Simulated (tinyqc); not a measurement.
A ladder of methods, and size consistency: correlation methods against full CI in the sto-3g basis, for H2O, spin multiplicity 1. Computed by the program tinyqc with PySCF. All electrons correlated; +Q is the Davidson correction (1 - c0^2) E_corr. The last columns treat two copies 100 angstrom apart as one system. FCI is the lowest singlet.

Geometry (angstrom):
```
atom       x        y       z
O     0.0000   0.0000  0.0000
H     0.0000   0.7820  0.6210
H     0.0000  -0.7820  0.6210
```

RHF energy of one = -74.965232 hartree

Correlation energies (hartree):
```
method   E_corr of one  share of FCI (%)  E_corr of two at 100 angstrom  two minus twice one (mhartree)
MP2          -0.039257           71.0797                      -0.078515                          0.0000
CISD         -0.054307           98.3291                      -0.105524                          3.0903
CISD+Q       -0.055948          101.2993                      -0.111351                          0.5441
CCSD         -0.055094           99.7539                      -0.110188                          0.0000
CCSD(T)      -0.055167           99.8860                      -0.110334                          0.0000
FCI          -0.055230          100.0000                              -                               -
```

What does the comparison show, and why?

MP2 recovers 71 %, CISD 98.3 % and CCSD 99.8 % of the FCI value (c0^2 = 0.970 in CISD). MP2 and coupled cluster are size consistent, so their last column vanishes; CISD loses 3.09 mhartree, since a double excitation on each copy is a quadruple of the pair, and the Davidson correction leaves +0.54.
